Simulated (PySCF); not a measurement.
C₄H₇ClO.
Z-matrix (Å and degrees, PBE0-D3(BJ)/def2-SVP geometry), rows numbered from 1:
```
C 
O   1  1.4085
C   2  1.3413  1  122.79
C   3  1.4971  2  109.61  1  -177.57
C   3  1.3468  2  130.76  1     2.59
Cl  5  1.7345  3  129.27  2     0.29
H   1  1.0981  2  105.80  3   177.74
H   1  1.1002  2  111.81  3   -63.40
H   1  1.1002  2  111.72  3    58.91
H   4  1.0966  3  112.01  2   179.71
H   4  1.1013  3  109.72  2    58.41
H   4  1.1012  3  109.69  2   -59.05
H   5  1.0891  3  118.38  2  -179.88
```

Computed with PySCF, PBE0-D3(BJ)/def2-SVP geometry optimisation, gas phase.

Masses are those of the commonest isotopes; rigid-rotor values at the optimised geometry. The values belong to one conformer with, in the numbering `[CH3:1][O:2]/[C:3]([CH3:4])=[CH:5]\[Cl:6]`, C1–O2–C3–C4 -178°.

(1) Give the principal moments of inertia and the rotational constants in cm⁻¹.

(2) Classify the top.

(3) What does the inertial defect say?

(4) Give the other two planar moments, Paa and Pbb, and the rms extents of the mass along the axes.

(5) Which lines would a microwave search look for?

Results:

(1) Ia = 123.17, Ib = 238.81, Ic = 355.55 u·Å²; 505379 MHz·u·Å²/I gives 4103, 2116 and 1421 MHz, that is A = 0.13687, B = 0.07059, C = 0.04741 cm⁻¹.

(2) An asymmetric top; Ray's κ = -0.482.

(3) Not planar: Δ = Ic − Ia − Ib = -6.43 u·Å². For a rigid frame Δ = −2 Σ m c², so Σ m c² = 3.21 u·Å² lies off the ab plane: 3.20 from hydrogen and 0.01 from heavier atoms. The atom farthest from that plane is 0.92 Å away.

(4) Paa = Σ m a² = (Ib + Ic − Ia)/2 = 235.60 and Pbb = Σ m b² = (Ia + Ic − Ib)/2 = 119.95 u·Å². With the mass M = 106.02 u, the rms extents √(P/M) along a, b and c are 1.49, 1.06, 0.17 Å.

(5) The dipole components are |μa| = 0.97 D, |μb| = 0.20 D, |μc| = 0.06 D. Intensities carry the squares of the components, which stand as 1.00 : 0.04 : 0.00 (a : b : c). Some lines, for components of 0.1 D or more:

| type | branch | J(Ka,Kc) | MHz | lower level (cm⁻¹) |
| --- | --- | --- | --- | --- |
| b | R | 5(3,2) ← 4(4,1) | 2456 | 2.430 |
| b | Q | 1(1,0) ← 1(0,1) | 2682 | 0.118 |
| b | Q | 3(1,2) ← 3(0,3) | 5031 | 0.684 |
| b | R | 5(2,3) ← 4(3,2) | 9115 | 1.892 |
| b | Q | 5(3,2) ← 5(2,3) | 9464 | 2.196 |
| b | Q | 4(3,1) ← 4(2,2) | 10339 | 1.552 |
| b | Q | 4(2,3) ← 4(1,4) | 10695 | 1.131 |
| b | Q | 5(2,4) ← 5(1,5) | 12580 | 1.647 |
| a | R | 5(0,5) ← 4(0,4) | 15711 | 1.115 |
| b | R | 4(2,3) ← 3(1,2) | 19058 | 0.852 |
| a | R | 5(2,3) ← 4(2,2) | 19307 | 1.552 |
| b | R | 5(3,2) ← 4(2,3) | 30710 | 1.487 |

PBE0-D3(BJ)/def2-SVP frequencies: not computed here. These are rigid-rotor constants of the computed structure; measured ground-state constants (B0) also hold zero-point vibration. A rigid rotor knows nothing of internal rotation, which can split or shift real lines. Quadrupole hyperfine structure (35Cl) is left out.
